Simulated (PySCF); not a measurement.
Process, species as SMILES: S(C)C + 2 [H][H] (H2) → 2 C (CH4) + S (H2S)
B3LYP-D3(BJ)/def2-TZVP geometries, fixed; electronic energies without zero-point terms.

Effect of the grid level at PBE0/def2-SVP with PySCF, against the last row, where the energy of full hydrogenation is -40.50 kcal/mol. Cost is core time over that of grids.level: 1, rough, on shared machines of one kind.

| setting | grid points, largest species | largest shift of a total energy (mEh) | shift of the energy of full hydrogenation (kcal/mol) | cost |
|---|---|---|---|---|
| grids.level: 0 | 7520 | 47.121 | -2.463 | 0.7× |
| grids.level: 1 | 31512 | 0.011 | -0.001 | 1× |
| grids.level: 2 | 66400 | -0.002 | -0.001 | 2× |
| grids.level: 3 | 105968 | -0.003 | 0.000 | 2× |
| grids.level: 4 | 180160 | 0.000 | 0.000 | 3× |
| grids.level: 5 | 270248 | 0.000 | 0.000 | 4× |
| grids.level: 7 | 559360 | 0.000 | 0.000 | 7× |

Within 0.05 kcal/mol in the energy of full hydrogenation: grids.level: 1; grids.level: 2; grids.level: 3; grids.level: 4; grids.level: 5. The largest shift is 47.121 mEh in a total energy and 2.463 kcal/mol in the difference.
